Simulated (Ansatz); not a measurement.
System: CHF2, charge 0, doublet. CHF2 (SMILES F[CH]F, doublet).
B3LYP-D3(BJ)/def2-TZVP minimum from Ansatz (a quantum-chemistry and plane-wave program):
```xyz
4

C      0.0374     0.0032     0.5083
F     -0.0384     1.0965    -0.2444
F     -0.0849    -1.0976    -0.2269
H      0.8851    -0.0093     1.1920
```
Charge 0, spin multiplicity 2.

Total energies in hartree (Ansatz). UHF or UKS for unpaired electrons; spin-orbit terms are left out. Cores are frozen in correlated methods. No relativity. For partners of very few electrons the exact lower level stands in for a higher one.

| species | HF/aug-cc-pVTZ | CCSD(T)/aug-cc-pVTZ | HF/aug-cc-pVQZ | CCSD(T)/aug-cc-pVQZ | CCSD(T)/aug-cc-pVDZ | CCSDT(Q)/aug-cc-pVDZ |
|---|---|---|---|---|---|---|
| 1: CHF2 (SMILES F[CH]F, doublet) | -237.36440 | -238.04877 | -237.38097 | -238.11158 | -237.84707 | -237.84876 |
| 2: C (triplet) | -37.69181 | -37.78183 | -37.69335 | -37.78687 | -37.76487 | -37.76529 |
| 3: F (doublet) | -99.40688 | -99.62783 | -99.41409 | -99.65291 | -99.55007 | -99.55035 |
| 4: H (doublet) | -0.49982 | -0.49982 | -0.49995 | -0.49995 | -0.49933 | -0.49933 |

Work out the atomisation energy (electronic, to ground-state atoms) in kcal/mol: take Hartree-Fock from aug-cc-pVQZ, extrapolate the CCSD(T) correlation energy as X^-3 (X = 3, 4), and add CCSDT(Q) - CCSD(T) in aug-cc-pVDZ. 1 hartree = 627.51 kcal/mol.


Species 1: correlation (64·(-0.73061) - 27·(-0.68437))/37 = -0.76435; step -0.00169; E1 = -237.38097 + (-0.76435) + (-0.00169) = -238.14701
Species 2: correlation (64·(-0.09352) - 27·(-0.09002))/37 = -0.09607; step -0.00042; E2 = -37.69335 + (-0.09607) + (-0.00042) = -37.78984
Species 3: correlation (64·(-0.23882) - 27·(-0.22095))/37 = -0.25186; step -0.00028; E3 = -99.41409 + (-0.25186) + (-0.00028) = -99.66623
Species 4: correlation (64·(0.00000) - 27·(0.00000))/37 = 0.00000; step +0.00000; E4 = -0.49995 + (0.00000) + (+0.00000) = -0.49995
-1·E1 +1·E2 +2·E3 +1·E4 = 0.52476 hartree = 329.3 kcal/mol.
